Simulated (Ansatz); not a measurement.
A nudged elastic band was laid between two geometries of C2H6N (9 atoms, charge 0, multiplicity 2).

All numbers below come from UKS r2SCANh/def2-SVP (Ansatz 0.2.0).

```
movable images  : 7
climbing image  : yes
spring          : 5.0 eV/Å²
optimiser       : quadratic models (default)
start path      : through a guess of the saddle point
force threshold : 0.05 eV/Å
iteration limit : 60
end points      : relaxed
```

First end point:

```xyz
9
Properties=species:S:1:pos:R:3
C -0.556 0.654 -0.585
C 0.398 -0.327 0.072
N 0.041 -0.605 1.430
H -1.579 0.255 -0.576
H -0.270 0.857 -1.627
H -0.565 1.605 -0.035
H 1.440 0.059 0.026
H 0.440 -1.273 -0.510
H 0.739 -1.271 1.787
```

Last end point:

```xyz
9
Properties=species:S:1:pos:R:3
C -0.511 0.578 -0.462
C 0.496 -0.496 -0.064
N 0.303 -1.060 1.239
H -1.535 0.179 -0.436
H -0.318 0.945 -1.480
H -0.466 1.439 0.223
H 1.517 -0.056 -0.091
H 0.508 -1.308 -0.810
H 0.094 -0.268 1.865
```

Problem. What changes between the two ends?

Solution. No bond is made or broken. The dihedral C1–C2–N3–H9 goes from -180 to -43°.

Problem. What energy profile does the band end with?

Solution. The forces met the threshold. The highest image is number 4 of 0 to 8, 0.093 eV above the first end and 0.053 eV above the last; the last end lies 0.041 eV above the first. A vibrational analysis at the climbing image gives one clearly imaginary mode, 279i cm⁻¹: a first-order saddle point.

```json
{"image": "0", "path coordinate (Å)": "0.00", "energy (eV)": "0.000", "dihedral C1–C2–N3–H9 (°)": "-180"}
{"image": "1", "path coordinate (Å)": "0.23", "energy (eV)": "0.016", "dihedral C1–C2–N3–H9 (°)": "-163"}
{"image": "2", "path coordinate (Å)": "0.45", "energy (eV)": "0.051", "dihedral C1–C2–N3–H9 (°)": "-146"}
{"image": "3", "path coordinate (Å)": "0.68", "energy (eV)": "0.082", "dihedral C1–C2–N3–H9 (°)": "-129"}
{"image": "4", "path coordinate (Å)": "0.90", "energy (eV)": "0.093", "dihedral C1–C2–N3–H9 (°)": "-112"}
{"image": "5", "path coordinate (Å)": "1.12", "energy (eV)": "0.086", "dihedral C1–C2–N3–H9 (°)": "-95"}
{"image": "6", "path coordinate (Å)": "1.33", "energy (eV)": "0.067", "dihedral C1–C2–N3–H9 (°)": "-79"}
{"image": "7", "path coordinate (Å)": "1.54", "energy (eV)": "0.049", "dihedral C1–C2–N3–H9 (°)": "-60"}
{"image": "8", "path coordinate (Å)": "1.76", "energy (eV)": "0.041", "dihedral C1–C2–N3–H9 (°)": "-43"}
```

Problem. What is the geometry of the highest image?

Solution. 
```xyz
9
Properties=species:S:1:pos:R:3
C -0.527 0.630 -0.524
C 0.429 -0.452 -0.016
N -0.019 -0.935 1.263
H -1.557 0.248 -0.545
H -0.246 0.947 -1.538
H -0.507 1.513 0.130
H 1.466 -0.065 -0.032
H 0.388 -1.297 -0.727
H 0.662 -0.635 1.972
```

Problem. What are the harmonic wavenumbers there?

Solution. 279i, 273, 406, 810, 916, 1022, 1065, 1125, 1252, 1294, 1367, 1384, 1469, 1480, 1503, 2999, 3054, 3062, 3162, 3173, 3452 cm⁻¹.

Time of the run: 70 s on 2 threads of Intel(R) Xeon(R) Platinum 8488C (Sapphire Rapids), with other jobs on the host, peak memory 0.22 GiB.
